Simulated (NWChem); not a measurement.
# Correlation energy of CH$_{2}$

```xyz
3

C      0.0000     0.0000    -0.1059
H      1.0041     0.0000     0.3177
H     -1.0041     0.0000     0.3177
```
Charge 0, spin multiplicity 3.

All runs are NWChem calculations. All single points use one geometry, from UPBE0/def2-SVP, a minimum by its harmonic frequencies.

Basis set: cc-pVDZ. Each correlation energy counts from its own Hartree-Fock reference.

The correlated methods keep 1 core orbital frozen. This spin state was chosen for the runs; another may lie lower. The structure started from a generated list of species. The unpaired electrons of the parent sit in orbitals of symmetry a1 and b2 (C2v labels of the run); other states weren't searched. The stability of the SCF solutions was not checked. Open-shell Hartree-Fock references start from PBE0 orbitals. Coupled-cluster values serve here as a point of comparison, not as the truth.

| method | correlation energy (mHa) |
|---|---|
| URI-MP2 | -93.1 |
| UMP2 | -93.1 |
| SCS-UMP2 | -93.3 |
| CCSD on UHF | (withheld) |
| CCSD[T] on UHF | -115.2 |
| CCSD(T) on UHF | -115.1 |
| CCSD on ROHF | -118.7 |
| CCSD[T] on ROHF | -120.6 |
| CCSD(T) on ROHF | -120.6 |
| CCSDT on ROHF | (withheld) |

**Question.** Fill in the missing entries.

**Answer.** 
- CCSD on UHF, correlation energy (mHa): -113.4
- CCSDT on ROHF, correlation energy (mHa): -120.8
